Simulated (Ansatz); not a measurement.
```yaml
crystal:
  periodic: [false, false, false]
  atoms:
    - {symbol: F, position_ang: [1.971734, -0.876483, -0.925125]}
    - {symbol: C, position_ang: [0.835505, -0.196203, -0.930832]}
    - {symbol: C, position_ang: [-0.219944, -0.614115, -0.113810]}
    - {symbol: C, position_ang: [-1.010899, 0.143243, 0.610002]}
    - {symbol: S, position_ang: [0.509869, 1.049115, 0.625133]}
    - {symbol: H, position_ang: [-2.044166, 0.430342, 0.688535]}
basis:
  gaussian: {orbitals: "6-31G*", point_charges: [{charge: 1.00, position_ang: [5.389, 0.022, 0.263]}]}
magnetization: {spin_polarized: true, initial_magnetization: 0}
hamiltonian: {xc: {name: HF}}
correlation: {method: mp2, frozen_orbitals: {F: 0}}
output: {forces: true}
```

```sh
$ ansatz run in.yaml --threads 2 --pin off --events-out ev --progress --plain --max-ram 4352MiB
```

Shortened log:

```
Functional definition: HF
Error: "frozen_orbitals" has no count for C
```

Question: What is wrong with this run?

Answer: Frozen orbitals are typed for one element alone, and the program wants a count for each. The program refused the input.
